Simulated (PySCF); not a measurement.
hydrogen chloride (ClH), SMILES Cl.

Geometry optimised at PBE0-D3(BJ)/def2-TZVPD.

Two levels are set side by side: TDDFT-PBE/def2-TZVPD (PySCF) and EOM-CCSD/aug-cc-pVDZ (PySCF). Vertical, same geometry; the bases differ. Differences are taken from unrounded values.

| quantity | TDDFT-PBE |
|---|---|
| lowest singlet excitation (eV) | 7.28 |
| lowest triplet excitation (TDA for PBE) (eV) | 6.72 |

Problem. These are the TDDFT-PBE values. What does EOM-CCSD give? (Estimate from the structure and the level; the computed values follow.)

Solution. 
| quantity | EOM-CCSD | TDDFT-PBE minus EOM-CCSD |
|---|---|---|
| lowest singlet excitation (eV) | 7.83 | -0.56 |
| lowest triplet excitation (TDA for PBE) (eV) | 7.36 | -0.64 |

A lower first singlet is the usual sign of a functional without exact exchange. Differences between two approximate levels are no errors against the true value.
